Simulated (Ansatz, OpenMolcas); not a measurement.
## CH3NO (formamide): from total energies to a heat of formation

CH3NO has 6 atoms, charge 0, and is taken as a singlet. SMILES: `NC=O`. The shape is that of a PBE0-D4/def2-TZVP optimisation. This is one conformer, not always the lowest.

```xyz
6

N     0.1357   -0.5910   -0.3330
C    -0.1343    0.5616    0.3177
O    -1.2279    0.9027    0.6945
H    -0.6142   -1.2318   -0.5315
H     1.0688   -0.8196   -0.6225
H     0.7719    1.1781    0.4748
```

Total energies at SVWN5/def2-TZVP (OpenMolcas 26.06); the atoms run unrestricted:

```
species    state  energy (Eh)
  CH3NO  singlet  -168.627273
      N  quartet   -54.132858
      C  triplet   -37.467389
      O  triplet   -74.525567
      H  doublet    -0.478344
```

Harmonic wavenumbers at PBE0-D4/def2-TZVP, in cm⁻¹: 243, 570, 650, 1050, 1063, 1287, 1420, 1620, 1832, 2957, 3611, 3752.

Measured heats of formation of the gaseous atoms at 298.15 K, in kJ/mol: N 472.4, C 716.9, O 249.2, H 218.0. Spin-orbit lowering of the atoms at 298 K (mean of the ground term's levels less their thermal mean, from spectra), in kJ/mol: C 0.02, O 0.40. Take 1 Eh = 2625.50 kJ/mol, 1 cm⁻¹ = 0.0119627 kJ/mol, RT = 2.479 kJ/mol.

**Question.** What heat of formation follows?

**Answer.** 
1. Electronic atomisation energy: (-54.132858) + (-37.467389) + (-74.525567) + 3 × (-0.478344) − (-168.627273) = 1.066427 Eh = 2799.9 kJ/mol.
2. Zero-point energy: half the sum of the wavenumbers, 10027.5 cm⁻¹ = 120.0 kJ/mol.
3. Thermal vibrational enthalpy, Σ hcν̃/(exp(hcν̃/kT) − 1): 2.3 kJ/mol. Translation, rotation and pV of a non-linear molecule: 4 RT = 9.9 kJ/mol.
4. The 6 free atoms carry 5/2 RT each: 37.2 kJ/mol.
5. Spin-orbit coupling lowers the free atoms by 0.02 + 0.40 = 0.4 kJ/mol.
6. Atomisation enthalpy at 298 K: 2799.9 − 0.4 − 120.0 − 2.3 − 9.9 + 37.2 = 2704.5 kJ/mol.
7. Sum of the atoms' heats of formation: 2092.5 kJ/mol. Heat of formation: 2092.5 − 2704.5 = -612.0 kJ/mol.

The tabulated value is -193.9 kJ/mol (CRC Handbook of Chemistry and Physics), so this level is off by -418.1 kJ/mol, or 18.3 % of the atomisation enthalpy. The LDA overbinds, which puts heats of formation too low. Anharmonicity and any spin-orbit splitting of the molecule are left out.
